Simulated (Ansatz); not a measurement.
The input, for Ansatz 0.2.0:

```yaml
crystal:
  periodic: [false, false, false]
  atoms:
    - {symbol: Si, position_ang: [0.000000, 0.000000, 0.000000]}
    - {symbol: H, position_ang: [0.000000, 0.000000, 4.136000]}
basis:
  gaussian: {orbitals: cc-pVDZ}
total_charge: 1
hamiltonian: {pseudopotentials: {relativity: none}}
correlation: {method: fic_nevpt4_sd, electrons: all, active_space: {window: {electrons: 2, orbitals: 2}}}
```

```sh
$ ansatz run in.yaml --threads 1 --pin off --events-out ev --progress --plain --max-ram 2393MiB
```

Log:

```
228 factors; integrals over basis functions are off by at most 3.2e-4 eV
mean field evaluation 1: about -7857.2571 eV, gradient 1.6e1 eV
mean field evaluation 2: about -7857.2568 eV, gradient 1.6e1 eV
mean field evaluation 4: about -7861.6771 eV, gradient 4.5e0 eV
mean field evaluation 8: about -7861.8924 eV, gradient 1.7e-1 eV
mean field evaluation 16: about -7860.6882 eV, gradient 2.4e-2 eV
mean field evaluation 32: about -7860.6763 eV, gradient 1.4e0 eV
mean field evaluation 64: about -7858.1720 eV, gradient 2.2e-1 eV
mean field -7861.89272040 eV, -288.9192284924 hartree, gradient 1.0e-6 eV, S^2 0.000000; 6 other end points of the search recorded, 0 dependent functions left out; unrestricted orbitals would lower it
reference -7861.89272040 eV, -288.9192284924 hartree; 7, 7 occupied and 16, 16 virtual orbitals, 228 factors
state -7865.85571667 eV, -289.0648659192 hartree
state -7865.85571667 eV, -289.0648659192 hartree; corrected -7867.55403633 eV, -289.1272780153 hartree
Total energy: -7867.55403633 eV, -289.1272780153 hartree
```

Natural occupations: 1.1170 0.8830.

Ran on 1 thread of Arm Neoverse V1, shared host: 0.33 s wall, 0.26 GiB peak host memory.
